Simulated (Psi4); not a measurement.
C$_{2}$H$_{5}$O, charge +2, doublet (typed; the unrestricted solution is spin-contaminated), at a GFN2-xTB geometry of the parent state (a state made from the parent by changing its charge; the spin is typed, not shown lowest); R2SCAN/aug-cc-pVDZ (Psi4).

The Psi4 input:
```
memory 2 GB

molecule {
2 2
C     1.17191809   -0.13861492    0.23335589
C    -0.34359491   -0.31108949    0.15398349
O    -1.03045264    0.58901072   -0.50055513
H     1.62084732   -0.94877495    0.80144225
H     1.59524001   -0.12379096   -0.76860675
H     1.41159131    0.81016619    0.70845745
H    -0.76636098   -0.42127018    1.18828914
H    -0.58763560   -1.33018941   -0.24917730
}

set {
  basis aug-cc-pvdz
  reference uks
}

energy('r2scan')
print_variables()
```

It wrote (shortened):

```
   => Loading Basis Set <=

    Name: AUG-CC-PVDZ
    Role: ORBITAL
    Keyword: BASIS

         ---------------------------------------------------------
                                   SCF
               by Justin Turney, Rob Parrish, Andy Simmonett
                          and Daniel G. A. Smith
                              UKS Reference
         ---------------------------------------------------------

  ==> Geometry <==

    Molecular point group: c1
    Full point group: C1

    Geometry (in Angstrom), charge = 2, multiplicity = 2:

       Center              X                  Y                   Z               Mass
    ------------   -----------------  -----------------  -----------------  -----------------
         C            1.243926400258    -0.182917084365     0.270321483209    12.000000000000
         C           -0.271586599742    -0.355391654365     0.190949083209    12.000000000000
         O           -0.958444329742     0.544708555635    -0.463589536791    15.994914619570
         H            1.692855630258    -0.993077114365     0.838407843209     1.007825032230
         H            1.667248320258    -0.168093124365    -0.731641156791     1.007825032230
         H            1.483599620258     0.765864025635     0.745423043209     1.007825032230
         H           -0.694352669742    -0.465572344365     1.225254733209     1.007825032230
         H           -0.515627289742    -1.374491574365    -0.212211706791     1.007825032230

  Running in c1 symmetry.

  Rotational constants: A =      1.38673  B =      0.32295  C =      0.28917 [cm^-1]
  Rotational constants: A =  41573.06438  B =   9681.82855  C =   8669.19336 [MHz]
  Nuclear repulsion =   75.104339721923139

  Charge       = 2
  Multiplicity = 2
  Electrons    = 23
  Nalpha       = 12
  Nbeta        = 11

  ==> Algorithm <==

  SCF Algorithm Type is DF.
  DIIS enabled.
  MOM disabled.
  Fractional occupation disabled.
  Guess Type is SAD.
  Energy threshold   = 1.00e-06
  Density threshold  = 1.00e-06
  Integral threshold = 1.00e-12

  ==> Primary Basis <==

  Basis Set: AUG-CC-PVDZ
    Blend: AUG-CC-PVDZ
    Number of shells: 52
    Number of basis functions: 114
    Number of Cartesian functions: 120
    Spherical Harmonics?: true
    Max angular momentum: 2

  ==> DFT Potential <==

   => LibXC <=

    Version 7.1.2
    S. Lehtola, C. Steigemann, M. J. T. Oliveira, and M. A. L. Marques,  SoftwareX 7, 1–5 (2018) (10.1016/j.softx.2017.11.002)

   => Composite Functional: R2SCAN <=

    r2SCAN Meta-GGA XC Functional  (0.1021/acs.jpclett.0c02405)
    J. W. Furness, A. D. Kaplan, J. Ning, J. P. Perdew, J. Sun  J. Phys. Chem. Lett.  11, 8208–8215, 2020

    Deriv               =              1
    GGA                 =           TRUE
    Meta                =           TRUE

    Exchange Hybrid     =          FALSE
    MP2 Hybrid          =          FALSE

   => Exchange Functionals <=

    1.0000   XC_MGGA_X_R2SCAN

   => Correlation Functionals <=

    1.0000   XC_MGGA_C_R2SCAN

   => LibXC Density Thresholds  <==

    XC_MGGA_C_R2SCAN:  1.00E-15
    XC_MGGA_X_R2SCAN:  1.00E-11

   => Molecular Quadrature <=

    Radial Scheme          =       TREUTLER
    Pruning Scheme         =           NONE
    Nuclear Scheme         =       TREUTLER

    Blocking Scheme        =         OCTREE
    BS radius alpha        =              1
    Pruning alpha          =              1
    Radial Points          =             75
    Spherical Points       =            302
    Total Points           =         174218
    Total Blocks           =           1350
    Max Points             =            256
    Max Functions          =            114
    Weights Tolerance      =       1.00E-15

   => Loading Basis Set <=

    Name: (AUG-CC-PVDZ AUX)
    Role: JKFIT
    Keyword: DF_BASIS_SCF

  ==> Integral Setup <==

  SCF_SUBTYPE=INCORE selected. In-core MEM_DF algorithm will be used.
  Using in-core AOs.

  ==> MemDFJK: Density-Fitted J/K Matrices <==

    J tasked:                   Yes
    K tasked:                    No
    wK tasked:                   No
    Algorithm:                 Core
    Schwarz Cutoff:           1E-12
    Mask sparsity (%):       0.0000
    Fitting Condition:        1E-10

   => Auxiliary Basis Set <=

  Basis Set: (AUG-CC-PVDZ AUX)
    Blend: AUG-CC-PVDZ-JKFIT
    Number of shells: 144
    Number of basis functions: 418
    Number of Cartesian functions: 478
    Spherical Harmonics?: true
    Max angular momentum: 3

  Minimum eigenvalue in the overlap matrix is 1.5792935179E-04.
  Reciprocal condition number of the overlap matrix is 1.3793761402E-05.
    Using symmetric orthogonalization.

  ==> Pre-Iterations <==

  SCF Guess: Superposition of Atomic Densities via on-the-fly atomic UHF (no occupation information).

   -------------------------
    Irrep   Nso     Nmo
   -------------------------
     A        114     114
   -------------------------
    Total     114     114
   -------------------------

  ==> Iterations <==

                           Total Energy        Delta E     RMS |[F,P]|

   @DF-UKS iter SAD:  -153.70042833377423   -1.53700e+02   0.00000e+00
   @DF-UKS iter   1:  -152.69534912520646    1.00508e+00   8.51313e-03 DIIS/ADIIS
   @DF-UKS iter   2:  -149.47457979318816    3.22077e+00   2.06950e-02 DIIS/ADIIS
   @DF-UKS iter   3:  -152.95784148381014   -3.48326e+00   6.28538e-03 DIIS/ADIIS
   @DF-UKS iter   4:  -152.59074051822773    3.67101e-01   7.43997e-03 DIIS/ADIIS
   @DF-UKS iter   5:  -153.17168802220542   -5.80948e-01   2.54270e-03 DIIS/ADIIS
   @DF-UKS iter   6:  -153.20150705344193   -2.98190e-02   1.45243e-03 DIIS/ADIIS
   @DF-UKS iter   7:  -153.21651136958570   -1.50043e-02   6.78785e-04 DIIS/ADIIS
   @DF-UKS iter   8:  -153.22005708598428   -3.54572e-03   5.22766e-04 DIIS/ADIIS
   @DF-UKS iter   9:  -153.22250943961274   -2.45235e-03   4.27881e-04 DIIS/ADIIS
   @DF-UKS iter  10:  -153.22523787069420   -2.72843e-03   1.99261e-04 DIIS/ADIIS
   @DF-UKS iter  11:  -153.22573895679935   -5.01086e-04   6.26821e-05 DIIS
   @DF-UKS iter  12:  -153.22577564528282   -3.66885e-05   6.23009e-05 DIIS
   @DF-UKS iter  13:  -153.22580602762088   -3.03823e-05   1.92332e-05 DIIS
   @DF-UKS iter  14:  -153.22580961848496   -3.59086e-06   2.66785e-06 DIIS
   @DF-UKS iter  15:  -153.22580968392285   -6.54379e-08   1.38159e-06 DIIS
   @DF-UKS iter  16:  -153.22580970376680   -1.98440e-08   5.91867e-07 DIIS
  Energy and wave function converged.

  ==> Post-Iterations <==

   Electrons on quadrature grid:
      Nalpha   =   11.9999978938 ; deviation = -2.106e-06
      Nbeta    =   11.0000001526 ; deviation = 1.526e-07
      Ntotal   =   22.9999980463 ; deviation = -1.954e-06

   @Spin Contamination Metric:   5.421856086E-01
   @S^2 Expected:                7.500000000E-01
   @S^2 Observed:                1.292185609E+00
   @S   Expected:                5.000000000E-01
   @S   Observed:                5.000000000E-01

    Orbital Energies [Eh]
    ---------------------

    Alpha Occupied:

[...]
    Alpha Virtual:

[...]
    Beta Occupied:

[...]
    Beta Virtual:

[...]
     114A      3.066130

    Final Occupation by Irrep:
              A
    DOCC [    11 ]
    SOCC [     1 ]
    NA   [    12 ]
    NB   [    11 ]

  @DF-UKS Final Energy:  -153.22580970376680

   => Energetics <=

    Nuclear Repulsion Energy =             75.1043397219231395
    One-Electron Energy =                -342.4653853253321927
    Two-Electron Energy =                 134.5501191504757799
    DFT Exchange-Correlation Energy =     -20.4148832508335545
    Empirical Dispersion Energy =           0.0000000000000000
    VV10 Nonlocal Energy =                  0.0000000000000000
    Total Energy =                       -153.2258097037667994

  UHF NO Occupations:
  HONO-2 :   10  A 1.9984643
  HONO-1 :   11  A 1.6833758
  HONO-0 :   12  A 1.0000000
  LUNO+0 :   13  A 0.3166242
  LUNO+1 :   14  A 0.0015357
  LUNO+2 :   15  A 0.0013225
  LUNO+3 :   16  A 0.0006537

Computation Completed

Properties will be evaluated at   0.000000,   0.000000,   0.000000 [a0]

Properties computed using the SCF density matrix

 Multipole Moments:

 ------------------------------------------------------------------------------------
     Multipole            Electronic (a.u.)      Nuclear  (a.u.)        Total (a.u.)
 ------------------------------------------------------------------------------------

 L = 1.  Multiply by 2.5417464519 to convert [e a0] to [Debye]
 Dipole X            :         -2.5677260            3.4018997            0.8341737
 Dipole Y            :          1.1159306           -2.0929740           -0.9770433
 Dipole Z            :         -1.0248647            1.7463712            0.7215066
 Magnitude           :                                                    1.4734419

 ------------------------------------------------------------------------------------

  Variable Map:
  ----------------------------------------------------------------------------
[...]
  Array Variable Map:
  ----------------------------------------------------------------------------
[...]
[...]
```
